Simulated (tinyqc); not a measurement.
Worked calculation: RKS/PBE0 in the sto-3g basis, for OH-, spin multiplicity 1. The basis has no diffuse functions, so it cannot describe the extra electron: this is an exercise in the method, not the real anion. One step of it, computed by the program tinyqc.

Problem. Iteration 1: building the Kohn-Sham matrix. J_ij = sum D_kl (ij|kl), K_ij = sum D_kl (ik|jl); F = H + J - 0.125 K + V_xc; E = tr D H + tr D J / 2 - 0.0625 tr D K + E_xc + E_nn.

D at the start:
```
            1O 1s      1O 2s    1O 2px    1O 2py     1O 2pz      2H 1s
1O 1s    2.387610  -0.556817  0.000000  0.000000   0.012329  -0.019716
1O 2s   -0.556817   2.358526  0.000000  0.000000  -0.061309   0.075232
1O 2px   0.000000   0.000000  1.455693  0.000000   0.000000   0.000000
1O 2py   0.000000   0.000000  0.000000  1.455693   0.000000   0.000000
1O 2pz   0.012329  -0.061309  0.000000  0.000000   1.367335   0.144756
2H 1s   -0.019716   0.075232  0.000000  0.000000   0.144756   1.106926
```

core Hamiltonian H = T + V (hartree):
```
             1O 1s      1O 2s     1O 2px     1O 2py     1O 2pz      2H 1s
1O 1s   -32.047943  -7.453509   0.000000   0.000000  -0.009509  -0.913065
1O 2s    -7.453509  -8.675545   0.000000   0.000000  -0.118183  -2.199503
1O 2px    0.000000   0.000000  -6.859411   0.000000   0.000000   0.000000
1O 2py    0.000000   0.000000   0.000000  -6.859411   0.000000   0.000000
1O 2pz   -0.009509  -0.118183   0.000000   0.000000  -6.927804  -1.694374
2H 1s    -0.913065  -2.199503   0.000000   0.000000  -1.694374  -3.884055
```

Two-electron integrals (ij|kl) in chemists' order, unique and non-zero (hartree):
```
(11|11) 4.785065   (21|11) 0.741380   (21|21) 0.136873   (22|11) 1.118947
(22|21) 0.256633   (22|22) 0.817206   (31|31) 0.024477   (32|31) 0.037809
(32|32) 0.180518   (33|11) 1.115814   (33|21) 0.256684   (33|22) 0.817023
(33|33) 0.880159   (41|41) 0.024477   (42|41) 0.037809   (42|42) 0.180518
(43|43) 0.047444   (44|11) 1.115814   (44|21) 0.256684   (44|22) 0.817023
(44|33) 0.785270   (44|44) 0.880159   (51|51) 0.024477   (52|51) 0.037809
(52|52) 0.180518   (53|53) 0.047444   (54|54) 0.047444   (55|11) 1.115814
(55|21) 0.256684   (55|22) 0.817023   (55|33) 0.785270   (55|44) 0.785270
(55|55) 0.880159   (61|11) 0.090962   (61|21) 0.016671   (61|22) 0.031125
(61|33) 0.031066   (61|44) 0.031066   (61|51) 0.000746   (61|52) 0.001413
(61|55) 0.031249   (61|61) 0.002055   (62|11) 0.249502   (62|21) 0.058066
(62|22) 0.208292   (62|33) 0.204569   (62|44) 0.204569   (62|51) 0.004342
(62|52) 0.034987   (62|55) 0.215530   (62|61) 0.007225   (62|62) 0.069083
(63|31) 0.005721   (63|32) 0.034575   (63|53) 0.007024   (63|63) 0.009231
(64|41) 0.005721   (64|42) 0.034575   (64|54) 0.007024   (64|64) 0.009231
(65|11) 0.191817   (65|21) 0.045176   (65|22) 0.173064   (65|33) 0.165466
(65|44) 0.165466   (65|51) 0.008647   (65|52) 0.061664   (65|55) 0.188060
(65|61) 0.005835   (65|62) 0.069841   (65|65) 0.079071   (66|11) 0.426977
(66|21) 0.100939   (66|22) 0.417385   (66|33) 0.401868   (66|44) 0.401868
(66|51) 0.008712   (66|52) 0.099465   (66|55) 0.447935   (66|61) 0.012626
(66|62) 0.184454   (66|65) 0.213030   (66|66) 0.774606
```

nuclear repulsion = 3.46150261 hartree

V_xc (hartree):
```
            1O 1s      1O 2s     1O 2px     1O 2py     1O 2pz      2H 1s
1O 1s   -2.403695  -0.326133   0.000000   0.000000   0.000187  -0.040384
1O 2s   -0.326133  -0.614527   0.000000   0.000000  -0.005015  -0.152733
1O 2px   0.000000   0.000000  -0.607597   0.000000   0.000000   0.000000
1O 2py   0.000000   0.000000   0.000000  -0.607597   0.000000   0.000000
1O 2pz   0.000187  -0.005015   0.000000   0.000000  -0.613290  -0.131554
2H 1s   -0.040384  -0.152733   0.000000   0.000000  -0.131554  -0.368671
```

E_xc = sum of w rho eps_xc = -7.68855848 hartree

Give: Coulomb J; exchange K; Kohn-Sham matrix F; total energy of this density.

Solution.

Coulomb J (hartree):
```
         1O 1s  1O 2s  1O 2px  1O 2py  1O 2pz  2H 1s
1O 1s   18.575  3.454   0.000   0.000   0.009  0.422
1O 2s    3.454  8.351   0.000   0.000   0.112  2.143
1O 2px   0.000  0.000   8.326   0.000   0.000  0.000
1O 2py   0.000  0.000   0.000   8.326   0.000  0.000
1O 2pz   0.009  0.112   0.000   0.000   8.376  1.816
2H 1s    0.422  2.143   0.000   0.000   1.816  4.608
```

exchange K (hartree):
```
         1O 1s  1O 2s  1O 2px  1O 2py  1O 2pz  2H 1s
1O 1s   11.028  1.848   0.000   0.000   0.008  0.249
1O 2s    1.848  2.856   0.000   0.000   0.075  0.917
1O 2px   0.000  0.000   1.875   0.000   0.000  0.000
1O 2py   0.000  0.000   0.000   1.875   0.000  0.000
1O 2pz   0.008  0.075   0.000   0.000   1.935  0.667
2H 1s    0.249  0.917   0.000   0.000   0.667  1.233
```

Kohn-Sham matrix F (hartree):
```
          1O 1s   1O 2s  1O 2px  1O 2py  1O 2pz   2H 1s
1O 1s   -17.255  -4.557   0.000   0.000  -0.002  -0.563
1O 2s    -4.557  -1.296   0.000   0.000  -0.021  -0.324
1O 2px    0.000   0.000   0.624   0.000   0.000   0.000
1O 2py    0.000   0.000   0.000   0.624   0.000   0.000
1O 2pz   -0.002  -0.021   0.000   0.000   0.593  -0.093
2H 1s    -0.563  -0.324   0.000   0.000  -0.093   0.201
```

total energy of this density = -79.06361 hartree

This density is the starting one; it is not idempotent, so its energy is not variational and may lie below the converged one.
